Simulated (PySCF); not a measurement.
**Highest orbital energy against ionisation energy along the second row**

Calculated with PySCF 2.14, no spin-orbit coupling. Each cell gives −ε(HOMO) / ΔSCF in eV; NIST values include spin-orbit coupling, (s) semi-empirical, (t) theoretical.

```tsv
species	UHF	LDA	PBE	PBE0	r2SCAN	NIST (lowest levels)
Li (ANO-RCC-VTZP, spin-free X2C)	5.343 / 5.342	3.157 / 5.465	3.223 / 5.583	3.830 / 5.567	3.273 / 5.386	5.392
Be (ANO-RCC-VTZP, spin-free X2C)	8.389 / 8.039	5.559 / 9.017	5.584 / 8.995	6.478 / 8.972	5.740 / 8.799	9.323
B (ANO-RCC-VTZP, spin-free X2C)	8.648 / 8.034	3.964 / 8.613	4.049 / 8.651	5.307 / 8.636	4.513 / 8.764	8.298
C (ANO-RCC-VTZP, spin-free X2C)	11.933 / 10.799	6.076 / 11.699	6.030 / 11.541	7.615 / 11.517	6.539 / 11.676	11.260
N (ANO-RCC-VTZP, spin-free X2C)	15.522 / 13.894	8.376 / 15.024	8.247 / 14.735	10.187 / 14.708	8.872 / 14.817	14.534
O (ANO-RCC-VTZP, spin-free X2C)	14.172 / 12.033	7.458 / 13.970	7.602 / 14.042	9.469 / 13.833	7.904 / 13.702	13.618
F (ANO-RCC-VTZP, spin-free X2C)	18.471 / 15.659	10.366 / 17.915	10.303 / 17.627	12.545 / 17.422	10.765 / 17.521	17.423
Ne (ANO-RCC-VTZP, spin-free X2C)	23.085 / 19.656	13.382 / 22.184	13.117 / 21.613	15.844 / 21.424	13.837 / 21.475	21.565
```

Question: How far is −ε(HOMO) from ΔSCF on average for each method, and why?

Answer: UHF 1.51 eV; LDA -5.69 eV; PBE -5.58 eV; PBE0 -3.85 eV; r2SCAN -5.09 eV. Hartree-Fock orbital energies lack relaxation and so exceed the ΔSCF value; semilocal functionals have convex E(N) from self-interaction, so their HOMO lies far too high; exact exchange moves hybrids part of the way back.
